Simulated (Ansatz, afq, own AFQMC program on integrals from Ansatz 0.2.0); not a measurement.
**Atomization energy of GeH2, singlet**

```xyz
3

Ge   -0.5707    0.4056   -0.2640
H     0.7845    0.7455    0.5100
H    -0.2138   -1.1511   -0.2460
```

Atoms in their ground-state spins without spin–orbit coupling (mostly on UHF) minus the molecule (RHF), without zero-point energy. The geometry is a stationary point, not shown to be a minimum.

Basis def2-TZVP. Only valence electrons are correlated. Integrals, coupled cluster, full CI and functionals: Ansatz 0.2.0; the random walks run on the same integrals in our own AFQMC program. The CISD trial takes its coefficients from CCSD amplitudes. Released means that phaseless walkers are propagated on without the constraint, phases kept. ± is one standard error of the sampling. No spin–orbit coupling. The errors of all members are added in quadrature.

No full CI on the walks' own integrals is used here; CCSDTQ serves as the reference and is uncertain by about the last step of the cluster series. Each member takes its own surest rung, up to full CI.

The best estimate is CCSD(T) at the basis-set limit (CBS: def2-TZVPP and def2-QZVPP, with their diffuse functions for anions and beside diffuse sets, CCSD(T) itself extrapolated) plus the step from CCSD(T) to CCSDTQ in def2-TZVP. Rows without CBS are in def2-TZVP; B2PLYP and the wave-function rows carry a basis error of their own. Core correlation and relativity beyond core potentials are missing, and ± holds the sampling alone.

Cautions: inner d shell frozen; no relativity below Rb; no spin-orbit coupling; GeH₂ (singlet): restricted determinant unstable towards unrestricted (UHF 35 meV lower, ⟨S²⟩ 0.25), the released energies have errors that jump between times, so the bars are unsure, so no released level is given (meV from the phaseless value at times in 1/Eh: 5 ± 7 at 0.24, 3 ± 5 at 0.51, -3.8 ± 1.2 at 0.99, -1 ± 4 at 1.62, -1 ± 5 at 2.40), though the last usable value meets CCSDTQ within the noise.

Best estimate: 592.9 kJ/mol.

| level | atomization energy (kJ/mol) | error against the best estimate (kJ/mol) |
| --- | --- | --- |
| HF | 407.8 | -185.2 |
| MP2 | 533.0 | -59.9 |
| CCSD | 561.3 | -31.6 |
| CCSD(T) | 564.6 | -28.4 |
| CCSDT | 564.9 | -28.0 |
| CCSDT(Q) | 565.1 | -27.8 |
| ph-AFQMC/CISD | 565.1 ± 0.2 | -27.8 ± 0.2 |
| HF/CBS | 408.9 | -184.1 |
| MP2/CBS | 564.3 | -28.6 |
| CCSD(T)/CBS | 592.4 | -0.6 |
| PBE | 579.9 | -13.0 |
| r2SCAN | 584.9 | -8.0 |
| PBE0 | 573.3 | -19.7 |
| B3LYP | 596.8 | 3.9 |
| wB97M-V | 593.3 | 0.3 |
| B2PLYP | 579.0 | -13.9 |
| surest rungs in def2-TZVP | 565.1 | -27.8 |

Correlation beyond CCSD(T) adds 0.6 kJ/mol. Going to the basis-set limit adds 27.8 kJ/mol at CCSD(T). The perturbative (T) step is worth +3.2 kJ/mol.

Best estimates are given only where the step beyond CCSD(T) is under 0.3 eV and no member's determinant is very poor (T1 over 0.05, or 0.07 for open shells, ⟨S²⟩ too high by 0.3, two states mixed), so the hardest cases are missing from such tables.

The functionals ran in a triple-zeta set and keep a basis error of their own, a few kJ/mol for each bond in atomization energies and more for double hybrids, so close places among them and the extrapolated levels can swap.

CCSDT and higher add their correlation energy to the determinant of the CCSD(T) run, since their own runs factorise the integrals more tightly (a shift of under 2 meV). Each member of a difference takes its own highest rung, so a best estimate needn't equal the limit plus the step of one row. A walk keeps the symmetry of its determinant, which the program's search chose and which needn't be the lowest solution, so a lower state of the same spin and another symmetry isn't excluded.
